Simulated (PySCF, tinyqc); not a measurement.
Inside a calculation. Method: RHF in the sto-3g basis, for HF, spin multiplicity 1. The lowest restricted solution is unstable here: a spin-polarised one lies 0.1384 hartree lower (PySCF). One step of it, computed by the program tinyqc.

Problem. Iteration 1: building the Fock matrix. J_ij = sum D_kl (ij|kl), K_ij = sum D_kl (ik|jl); F = H + J - 0.5 K; E = tr D H + tr D J / 2 - 0.25 tr D K + E_nn.

D at the start, order 1F 1s, 1F 2s, 1F 2px, 1F 2py, 1F 2pz, 2H 1s:
$$\begin{pmatrix}
2.120468 & -0.506620 & 0.000000 & 0.000000 & -0.002137 & 0.014963 \\
-0.506620 & 2.130446 & 0.000000 & 0.000000 & 0.011228 & -0.061250 \\
0.000000 & 0.000000 & 2.000000 & 0.000000 & 0.000000 & 0.000000 \\
0.000000 & 0.000000 & 0.000000 & 2.000000 & 0.000000 & 0.000000 \\
-0.002137 & 0.011228 & 0.000000 & 0.000000 & 2.011726 & -0.078800 \\
0.014963 & -0.061250 & 0.000000 & 0.000000 & -0.078800 & 0.004822
\end{pmatrix}$$

core Hamiltonian H = T + V (hartree), order 1F 1s, 1F 2s, 1F 2px, 1F 2py, 1F 2pz, 2H 1s:
$$\begin{pmatrix}
-40.324311 & -9.460899 & 0.000000 & 0.000000 & -0.004051 & -0.283968 \\
-9.460899 & -10.802509 & 0.000000 & 0.000000 & -0.050681 & -0.757483 \\
0.000000 & 0.000000 & -8.493896 & 0.000000 & 0.000000 & 0.000000 \\
0.000000 & 0.000000 & 0.000000 & -8.493896 & 0.000000 & 0.000000 \\
-0.004051 & -0.050681 & 0.000000 & 0.000000 & -8.512499 & -0.594077 \\
-0.283968 & -0.757483 & 0.000000 & 0.000000 & -0.594077 & -3.157118
\end{pmatrix}$$

Two-electron integrals (ij|kl) in chemists' order, unique and non-zero (hartree):
```
(11|11) 5.403501   (21|11) 0.841920   (21|21) 0.156299   (22|11) 1.268028
(22|21) 0.292344   (22|22) 0.926167   (31|31) 0.027998   (32|31) 0.043169
(32|32) 0.204588   (33|11) 1.264502   (33|21) 0.292403   (33|22) 0.925959
(33|33) 0.997514   (41|41) 0.027998   (42|41) 0.043169   (42|42) 0.204588
(43|43) 0.053770   (44|11) 1.264502   (44|21) 0.292403   (44|22) 0.925959
(44|33) 0.889973   (44|44) 0.997514   (51|51) 0.027998   (52|51) 0.043169
(52|52) 0.204588   (53|53) 0.053770   (54|54) 0.053770   (55|11) 1.264502
(55|21) 0.292403   (55|22) 0.925959   (55|33) 0.889973   (55|44) 0.889973
(55|55) 0.997514   (61|11) 0.025366   (61|21) 0.004672   (61|22) 0.008693
(61|33) 0.008683   (61|44) 0.008683   (61|51) 0.000178   (61|52) 0.000336
(61|55) 0.008713   (61|61) 0.000141   (62|11) 0.076815   (62|21) 0.018002
(62|22) 0.065392   (62|33) 0.064495   (62|44) 0.064495   (62|51) 0.001192
(62|52) 0.010154   (62|55) 0.067120   (62|61) 0.000546   (62|62) 0.006223
(63|31) 0.001730   (63|32) 0.010909   (63|53) 0.002081   (63|63) 0.000873
(64|41) 0.001730   (64|42) 0.010909   (64|54) 0.002081   (64|64) 0.000873
(65|11) 0.059359   (65|21) 0.014072   (65|22) 0.054850   (65|33) 0.052813
(65|44) 0.052813   (65|51) 0.002439   (65|52) 0.018056   (65|55) 0.058864
(65|61) 0.000439   (65|62) 0.006423   (65|65) 0.007427   (66|11) 0.298934
(66|21) 0.071135   (66|22) 0.298315   (66|33) 0.292556   (66|44) 0.292556
(66|51) 0.004000   (66|52) 0.049429   (66|55) 0.309775   (66|61) 0.002152
(66|62) 0.039982   (66|65) 0.048942   (66|66) 0.774606
```

nuclear repulsion = 2.69377539 hartree

Give: Coulomb J; exchange K; Fock matrix F; total energy of this density.

Solution.

Coulomb J (hartree), order 1F 1s, 1F 2s, 1F 2px, 1F 2py, 1F 2pz, 2H 1s:
$$\begin{pmatrix}
20.8916 & 4.0036 & 0.0000 & 0.0000 & 0.0003 & 0.1197 \\
4.0036 & 9.9174 & 0.0000 & 0.0000 & 0.0006 & 0.6756 \\
0.0000 & 0.0000 & 9.9086 & 0.0000 & 0.0000 & 0.0000 \\
0.0000 & 0.0000 & 0.0000 & 9.9086 & 0.0000 & 0.0000 \\
0.0003 & 0.0006 & 0.0000 & 0.0000 & 9.9086 & 0.5568 \\
0.1197 & 0.6756 & 0.0000 & 0.0000 & 0.5568 & 2.9830
\end{pmatrix}$$

exchange K (hartree), order 1F 1s, 1F 2s, 1F 2px, 1F 2py, 1F 2pz, 2H 1s:
$$\begin{pmatrix}
11.1063 & 1.9455 & 0.0000 & 0.0000 & 0.0001 & 0.0625 \\
1.9455 & 3.2292 & 0.0000 & 0.0000 & 0.0015 & 0.1946 \\
0.0000 & 0.0000 & 2.6606 & 0.0000 & 0.0000 & 0.0000 \\
0.0000 & 0.0000 & 0.0000 & 2.6606 & 0.0000 & 0.0000 \\
0.0001 & 0.0015 & 0.0000 & 0.0000 & 2.6619 & 0.1208 \\
0.0625 & 0.1946 & 0.0000 & 0.0000 & 0.1208 & 0.0228
\end{pmatrix}$$

Fock matrix F (hartree), order 1F 1s, 1F 2s, 1F 2px, 1F 2py, 1F 2pz, 2H 1s:
$$\begin{pmatrix}
-24.9859 & -6.4300 & 0.0000 & 0.0000 & -0.0038 & -0.1955 \\
-6.4300 & -2.4997 & 0.0000 & 0.0000 & -0.0509 & -0.1791 \\
0.0000 & 0.0000 & 0.0844 & 0.0000 & 0.0000 & 0.0000 \\
0.0000 & 0.0000 & 0.0000 & 0.0844 & 0.0000 & 0.0000 \\
-0.0038 & -0.0509 & 0.0000 & 0.0000 & 0.0652 & -0.0977 \\
-0.1955 & -0.1791 & 0.0000 & 0.0000 & -0.0977 & -0.1855
\end{pmatrix}$$

total energy of this density = -97.889877 hartree
